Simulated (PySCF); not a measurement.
**Calculated NMR parameters of ClC(Cl)C(Cl)Cl**

```
Formula                 : C2H2Cl4
SMILES                  : ClC(Cl)C(Cl)Cl
Degrees of unsaturation : 0
Carbon signals          : 1
Proton signals          : 1
```

Bonds (- single, = double, # triple, : aromatic): Cl1-C2 1.767 Å, C2-Cl3 1.765 Å, C2-C4 1.526 Å, C4-Cl5 1.765 Å, C4-Cl6 1.767 Å. C2 carries H7; C4 carries H8.

PySCF calculation with shieldings: GIAO PBE0/pcSseg-2 and geometry: PBE0-D3(BJ)/def2-TZVP; rapidly exchanging positions averaged, a single conformation, in vacuum, non-relativistic.

δ = σ(ref) − σ, references computed at the same level: 1H and 13C against TMS.

| carbon | δC, type | δH (multiplicity) | HMBC from (2–3 bonds) | span of the C tensor (ppm) |
| --- | --- | --- | --- | --- |
| C2/C4 | 89.6, CH | 5.68 (s) | H7/H8 | 68 |

- Carbon types of the structure: 2 × CH, which accounts for all hydrogens.
- δC 89.6: sp3 CH bonded to 2 Cl; 2 electronegative neighbours deshield it.
- δH 5.68: hydrogen on an sp3 CH bonded to 2 Cl; its carbon carries Cl, an electronegative neighbour.

Carbons that carry Cl, above all several Cl atoms, come out too deshielded, partly because spin–orbit coupling is missing. Shifts are as computed. Against solution values, carbons near 30 ppm lie about +3 ppm off and those near 130 ppm about +9 ppm; carbons on Cl a further +4 ppm. Of 1211 compounds with measured shifts, 218 miss one by over three times the rms of a fit or turn the order of signals round; such compounds aren't used in these exercises.
